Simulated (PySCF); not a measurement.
# S₃⁺: structure of the doublet

Aim: relax S₃⁺ as a doublet from a linear start, check by its vibrations whether the end is a minimum, and collect its spectrum and constants.

Computed with PySCF 2.14.0. Level: PBE0, basis S def2-TZVP, no relativity, density fitting.

**1. Starting geometry**

3 atoms, charge 1, spin multiplicity 2.

Bond lengths: S1–S2 1.842 Å, S1–S3 1.842 Å. Angles: S2–S1–S3 180.0°.

```xyz
3
charge 1 multiplicity 2
S     0.0000    0.0000    0.0000
S     0.0000    0.0000    1.8424
S     0.0000    0.0000   -1.8424
```

**2. The SCF at the typed geometry**

One driver script runs all steps and calls PySCF; scf.py shows how it sets up the SCF of each step. The optimiser is the driver's own. After this first run the driver tries any further starts and a stability analysis.

File scf.py:

```python
from pyscf import gto, scf, dft
mol = gto.M(atom='''
S      0.000000     0.000000     0.000000
S      0.000000     0.000000     1.842400
S      0.000000     0.000000    -1.842400''',
    basis={'S': 'def2-TZVP'},
    charge=1, spin=1)
mf = dft.UKS(mol, xc='PBE0')
mf.grids.atom_grid = (50, 194)
aux = {'S': 'def2-universal-JKFIT'}
mf = mf.density_fit(auxbasis=aux)
mf.conv_tol = 1e-08
mf.diis_space = 10
mf.max_cycle = 60
mf.init_guess = 'minao'
mf.verbose = 4
mf.kernel()
```

Started as:

```
OMP_NUM_THREADS=4 python axn.py task.json out
```

Standard output:

```text
init E= -1194.80215704073
[... the frontier-level lines of each cycle are left out ...]
cycle= 1 E= -1193.74935745596  delta_E= 1.05  |g|= 0.252  |ddm|= 1.54
cycle= 2 E= -1193.71793098836  delta_E= 0.0314  |g|= 0.359  |ddm|= 0.548
cycle= 3 E= -1193.78169958157  delta_E= -0.0638  |g|= 0.0913  |ddm|= 0.329
cycle= 4 E= -1193.78557015933  delta_E= -0.00387  |g|= 0.0105  |ddm|= 0.0774
cycle= 5 E= -1193.78563762151  delta_E= -6.75e-05  |g|= 0.00269  |ddm|= 0.0111
cycle= 6 E= -1193.7856426627  delta_E= -5.04e-06  |g|= 0.00104  |ddm|= 0.00353
cycle= 7 E= -1193.78564360551  delta_E= -9.43e-07  |g|= 0.000262  |ddm|= 0.00144
cycle= 8 E= -1193.78564371162  delta_E= -1.06e-07  |g|= 6.96e-05  |ddm|= 0.000463
cycle= 9 E= -1193.78564373121  delta_E= -1.96e-08  |g|= 2.13e-05  |ddm|= 0.00025
cycle= 10 E= -1193.78564373296  delta_E= -1.75e-09  |g|= 6.04e-06  |ddm|= 8.33e-05
Extra cycle  E= -1193.78564373296  delta_E= -2.05e-12  |g|= 9.16e-06  |ddm|= 1.29e-05
converged SCF energy = -1193.78564373296  <S^2> = 0.75670203  2S+1 = 2.0066908
```

This step, with its further starts and checks, took 4.9 s on 4 threads of Arm Neoverse V1, shared host.

The test of internal stability found no lower solution of this spin.

**3. Relaxation: linear start, doublet**

The program finds D∞h symmetry in the start, which this walk keeps. The walk stops when the largest gradient is under 0.0003 Eh/bohr and the energy has settled too.

Edit scf.py of step 2 so:

```diff
@@ -15 +14,0 @@
-mf.init_guess = 'minao'
```

Steps of the walk:

| step | energy (Eh) | change (kJ/mol) | largest symmetric gradient (Eh/bohr) |
| --- | --- | --- | --- |
| 0 | -1193.785644 | 0.00 | 0.01023 |
| 1 | -1193.785934 | -0.76 | 0.00139 |
| 2 | -1193.785940 | -0.78 | 0.00006 |

The walk took 3.6 s.

End point (D∞h, 2 steps, 0.8 kJ/mol gained): S–S 1.858 Å (×2); S–S–S 180.0°.

**4. Frequencies**

On the finer grid the gradient is checked again; gradients at displacements of ±0.02 bohr then give force constants and infrared intensities.

Edit scf.py of step 3 so:

```diff
@@ -3,3 +3,3 @@
-S      0.000000     0.000000     0.000000
-S      0.000000     0.000000     1.842400
-S      0.000000     0.000000    -1.842400''',
+S      0.000000    -0.000000     0.000000
+S      0.000000     0.000000     1.857914
+S     -0.000000    -0.000000    -1.857914''',
@@ -9 +9 @@
-mf.grids.atom_grid = (50, 194)
+mf.grids.atom_grid = (75, 302)
@@ -12 +12 @@
-mf.conv_tol = 1e-08
+mf.conv_tol = 1e-10
```

The driver hands on the density of the step before, so the log starts near convergence.

SCF at the final geometry:

```text
init E= -1193.78597232663
[... the frontier-level lines of each cycle are left out ...]
cycle= 1 E= -1193.78597232662  delta_E= 4.77e-12  |g|= 3.55e-06  |ddm|= 4.04e-06
Extra cycle  E= -1193.7859723266  delta_E= 2.43e-11  |g|= 7.46e-06  |ddm|= 8.4e-06
converged SCF energy = -1193.7859723266  <S^2> = 0.7566678  2S+1 = 2.0066567
```

The whole step took 68 s.

Geometry: D∞h; S–S 1.858 Å (×2); S–S–S 180.0°.

Modes, for the most abundant isotopes:

| ω (cm⁻¹) | IR (km/mol) | μ (u) | type |
| --- | --- | --- | --- |
| 1219i | 0.1 | 31.97 | bend |
| 1215i | 0.1 | 31.97 | bend |
| 526 | 0.0 | 31.97 | stretch |
| 889 | 35.1 | 31.97 | stretch |

With 2 modes imaginary (up to 1219i cm⁻¹) this point is a saddle.

Here the density breaks the symmetry of the frame, and no labels are given; pairs that should be degenerate can split.

Properties at this point:

- Dipole moment about the centre of mass: 0.00 D
- Highest occupied level: -12.51 eV
- Lowest empty level: -10.56 eV
- Rotational constants: 0.07637 cm⁻¹
- Zero-point energy (real modes): 8.5 kJ/mol
- Principal polarisabilities: 27.6, 27.7, 105.4 bohr³
- Principal traceless quadrupole moments about the centre of mass: -11.01, -7.92, 18.93 D Å
- Spin squared ⟨S²⟩: 0.757

Charges (e) and bond orders:

```json
{"atom": "S1", "Mulliken": "0.42", "Löwdin": "0.35", "polar tensor": "0.60", "spin (Mulliken)": "0.37", "Mayer order to S1": "–"}
{"atom": "S2,3", "Mulliken": "0.29", "Löwdin": "0.32", "polar tensor": "0.20", "spin (Mulliken)": "0.32", "Mayer order to S1": "1.85"}
```

Mulliken populations on S1: s 5.53, p 9.67, d 0.35, f 0.02.

**5. Downhill along the imaginary mode**

The start is the last point, displaced along its most imaginary mode.

The program finds C2v symmetry in the start, which this walk keeps. Threshold on the gradient: 0.0003 Eh/bohr, with a further test on the energy change.

Edit scf.py of step 4 so:

```diff
@@ -3,3 +3,3 @@
-S      0.000000    -0.000000     0.000000
-S      0.000000     0.000000     1.857914
-S     -0.000000    -0.000000    -1.857914''',
+S      0.087317     0.082315     0.000000
+S     -0.043659    -0.041157     1.857914
+S     -0.043659    -0.041157    -1.857914''',
@@ -9 +9 @@
-mf.grids.atom_grid = (75, 302)
+mf.grids.atom_grid = (50, 194)
@@ -12 +12 @@
-mf.conv_tol = 1e-10
+mf.conv_tol = 1e-08
```

Energy and gradient, step by step:

| step | energy (Eh) | change (kJ/mol) | largest symmetric gradient (Eh/bohr) |
| --- | --- | --- | --- |
| 0 | -1193.802886 | 0.00 | 0.03662 |
| 1 | -1193.824606 | -57.03 | 0.02121 |
| 2 | -1193.832894 | -78.79 | 0.01625 |
| 3 | -1193.833897 | -81.42 | 0.00079 |
| 4 | -1193.833905 | -81.44 | 0.00013 |
| 5 | -1193.833905 | -81.44 | 0.00001 |

The walk took 9.4 s.

After 5 steps and 81.4 kJ/mol it ends at C2v: S–S 1.869 Å (×2); S–S–S 132.8°.

**6. Vibrations and properties at this point**

As before: finer grid, then central differences.

Edit scf.py of step 5 so:

```diff
@@ -3,3 +3,3 @@
-S      0.087317     0.082315     0.000000
-S     -0.043659    -0.041157     1.857914
-S     -0.043659    -0.041157    -1.857914''',
+S      0.362762     0.341978     0.000000
+S     -0.181381    -0.170989     1.712265
+S     -0.181381    -0.170989    -1.712265''',
@@ -9 +9 @@
-mf.grids.atom_grid = (50, 194)
+mf.grids.atom_grid = (75, 302)
@@ -12 +12 @@
-mf.conv_tol = 1e-08
+mf.conv_tol = 1e-10
```

SCF at the final geometry:

```text
init E= -1193.83390465619
[... the frontier-level lines of each cycle are left out ...]
cycle= 1 E= -1193.83390465304  delta_E= 3.15e-09  |g|= 6.81e-05  |ddm|= 7.85e-05
cycle= 2 E= -1193.83390460644  delta_E= 4.66e-08  |g|= 0.000262  |ddm|= 0.000302
cycle= 3 E= -1193.83390465642  delta_E= -5e-08  |g|= 1.16e-06  |ddm|= 0.000239
cycle= 4 E= -1193.83390465643  delta_E= -9.09e-12  |g|= 3.19e-07  |ddm|= 9.71e-07
Extra cycle  E= -1193.83390465643  delta_E= 1.36e-12  |g|= 6.41e-07  |ddm|= 7.01e-07
converged SCF energy = -1193.83390465643  <S^2> = 0.76098493  2S+1 = 2.0109549
```

The whole step took 27 s on 4 threads of Arm Neoverse V1, shared host.

Geometry: C2v; S–S 1.868 Å (×2); S–S–S 132.8°.

Harmonic modes (main isotopes):

```json
{"symmetry": "a1", "ω (cm⁻¹)": "246", "IR (km/mol)": "0.0", "μ (u)": "31.97"}
{"symmetry": "a1", "ω (cm⁻¹)": "585", "IR (km/mol)": "0.0", "μ (u)": "31.97"}
{"symmetry": "b2", "ω (cm⁻¹)": "697", "IR (km/mol)": "1.4", "μ (u)": "31.97"}
```

No imaginary mode, so this is a minimum.

Constants and moments:

| Quantity | Value |
| --- | --- |
| Dipole moment about the centre of mass | 0.27 D |
| Highest occupied level | -14.11 eV |
| Lowest empty level | -11.47 eV |
| Rotational constants | 1.414, 0.08992, 0.08454 cm⁻¹ |
| Zero-point energy | 9.1 kJ/mol |
| Principal polarisabilities | 27.2, 32.9, 111.2 bohr³ |
| Principal traceless quadrupole moments about the centre of mass | -7.05, -6.06, 13.12 D Å |
| Entropy at 298.15 K and 1 bar (electronic part: spin only) | 279.0 J/(mol K) |
| Heat capacity Cp at 298.15 K | 48.6 J/(mol K) |
| Enthalpy at 298.15 K above 0 K | 11.95 kJ/mol |
| Rotational symmetry number | 2 |
| Spin squared ⟨S²⟩ | 0.761 |

Populations by atom (charges in e):

```json
{"atom": "S1", "Mulliken": "0.42", "Löwdin": "0.34", "polar tensor": "0.25", "spin (Mulliken)": "0.17", "Mayer order to S1": "–"}
{"atom": "S2,3", "Mulliken": "0.29", "Löwdin": "0.33", "polar tensor": "0.37", "spin (Mulliken)": "0.42", "Mayer order to S1": "1.86"}
```

Mulliken populations on S1: s 5.72, p 9.44, d 0.39, f 0.02.

**7. The points found, side by side**

| spin | group | bonds | imaginary modes (cm⁻¹) | ΔE (kJ/mol) | with zero-point energy |
| --- | --- | --- | --- | --- | --- |
| doublet | C2v | S–S 1.868 Å (×2) | none | 0.0 | 0.0 |
| doublet | D∞h (density of lower symmetry) | S–S 1.858 Å (×2) | 1219i, 1215i | 125.8 | – |

**8. Outcome**

```
                                          quantity                           value
                                           minimum                    doublet, C2v
                                          geometry  S–S 1.868 Å (×2); S–S–S 132.8°
                                wavenumbers (cm⁻¹)    246 (a1), 585 (a1), 697 (b2)
                    dipole moment (centre of mass)                          0.27 D
highest occupied, lowest empty level (either spin)               -14.11, -11.47 eV
                         polar-tensor charge of S1                         +0.25 e
                                 zero-point energy                      9.1 kJ/mol
                               entropy at 298.15 K                 279.0 J/(mol K)
                                              ⟨S²⟩                           0.761
```

What this shows: The linear start (D∞h) ends in a minimum of C2v symmetry, after a stop at a second-order saddle point 125.8 kJ/mol higher, from which it was pushed off along an imaginary mode. The strongest infrared band lies at 697 cm⁻¹ (b2, stretch). Only this shape and spin were tried, so other structures or states may lie lower.

The search up to here took 1.9 min.
